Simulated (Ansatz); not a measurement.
# C2H3Si− (SMILES [C-]#[Si]C): one structure at several levels

An exercise on one series of results from a longer session: the logs are not shown, and one member is left open.

Program: Ansatz 0.2.0, Gaussian basis. Level of theory: single points in def2-TZVPPD. These are calculated values, not measurements.

Cores are frozen in the correlated methods.

### Where the work starts

SMILES `[C-]#[Si]C`, 6 atoms, charge -1, spin multiplicity 1.

Atoms are counted from 1 here; the program's logs count them from 0.

Bond lengths: C1–Si2 1.746 Å, Si2–C3 1.837 Å, C3–H4 1.016 Å, C3–H5 0.864 Å, C3–H6 1.153 Å. Angles: C1–Si2–C3 174.8°, Si2–C3–H4 109.5°, Si2–C3–H5 114.6°, Si2–C3–H6 120.9°, H4–C3–H5 94.3°, H4–C3–H6 96.2°, H5–C3–H6 115.4°.

As a file:

```csv
atom,x (Å),y (Å),z (Å)
C1,0.4779,-2.6293,0.9842
Si2,0.1642,-1.0386,0.3361
C3,-0.0275,0.6844,-0.2703
H4,-0.8470,0.7452,-0.8683
H5,0.5250,0.9090,-0.8950
H6,-0.3329,1.5332,0.4473
```

Set-up of the first run:

run/in.yaml

```yaml
crystal:
  periodic: [false, false, false]
  atoms:
    - {symbol: C, position_ang: [0.477900, -2.629300, 0.984200]}
    - {symbol: Si, position_ang: [0.164200, -1.038600, 0.336100]}
    - {symbol: C, position_ang: [-0.027500, 0.684400, -0.270300]}
    - {symbol: H, position_ang: [-0.847000, 0.745200, -0.868300]}
    - {symbol: H, position_ang: [0.525000, 0.909000, -0.895000]}
    - {symbol: H, position_ang: [-0.332900, 1.533200, 0.447300]}
basis:
  gaussian: {orbitals: "def2-TZVPPD.json"}
total_charge: -1
correlation: {method: ccsd_t}
output: {forces: true}
```

The basis file named in the input lies beside it (Basis Set Exchange, JSON).

The command line of these runs was not kept.

Among the steps run: CCSD(T)/def2-TZVPPD; PBE0-D4/def2-TZVPPD; wB97M-V/def2-TZVPPD; r2SCAN-D4/def2-TZVPPD; PBE-D4/def2-TZVPPD; HSE06-D4/def2-TZVPPD; revPBE-D4/def2-TZVPPD.

One table of the session follows, with a row left open; its other results are not shown here.

| method | RMS force component (eV/Å) | angle to CCSD(T) forces (°) |
| --- | --- | --- |
| CCSD(T) | 5.173 | reference |
| PBE0-D4 | 5.216 | 3.2 |
| wB97M-V | 5.182 | 4.7 |
| r2SCAN-D4 | 5.164 | 2.4 |
| PBE-D4 | 5.202 | 2.0 |
| HSE06-D4 | ? | ? |
| revPBE-D4 | 5.209 | 1.8 |

Q: Estimate the row for HSE06-D4 from the others.

The run gave: RMS force component (eV/Å): 5.215; angle to CCSD(T) forces (°): 3.1. In the column «RMS force component (eV/Å)» it lies between revPBE-D4 (5.209) and PBE0-D4 (5.216).

Limits of these values: The T1 diagnostic is large here, over the usual mark for main-group molecules (transition-metal compounds often pass it harmlessly), so CCSD(T) itself may be off.
